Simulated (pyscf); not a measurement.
HN=Si: (SMILES N=[Si]) [singlet] + HF (SMILES F) + H₂ (SMILES [H][H]) → H₂N–SiH: (SMILES N[SiH]) [singlet] + HF (SMILES F), a multi-bond step (singlet surface; F–H, H–H broken, H–N, H–Si, F–H formed). Structures and frequencies: ωB97X-D3(BJ)/def2-SVP in PySCF. Energies in kcal/mol from the separated reactants.

AM1 to PM7: differences of heats of formation from MOPAC, which are fitted to 298 K values and so differ in kind from electronic energies by zero-point and thermal terms. 

### Question
In single points PM7 puts the saddle at 71.2 kcal/mol and the reaction energy at +8.8 kcal/mol. Should these be trusted to within a few kcal/mol? Compare with ωB97M-D3(BJ)/def2-TZVP.

### Answer
ωB97M-D3(BJ)/def2-TZVP gives ΔE‡ = 10.0 kcal/mol and ΔE = -20.9 kcal/mol. PM7 lies 61.2 kcal/mol over it in the barrier and 29.7 kcal/mol over it in the reaction energy, so on this step it does not hold to within 3.0 kcal/mol. ωB97M-D3(BJ)/def2-TZVP has limits of its own. On the reactant side the descent ends in a bound adduct, 8.5 kcal/mol under the separated species and 17.2 kcal/mol under the saddle at ωB97X-D3(BJ)/def2-TZVP. On the product side the descent ends in a complex, 6.0 kcal/mol under the separated species and 38.4 kcal/mol under the saddle at ωB97X-D3(BJ)/def2-TZVP. This is the saddle that the search found; another between the same sides may lie lower.
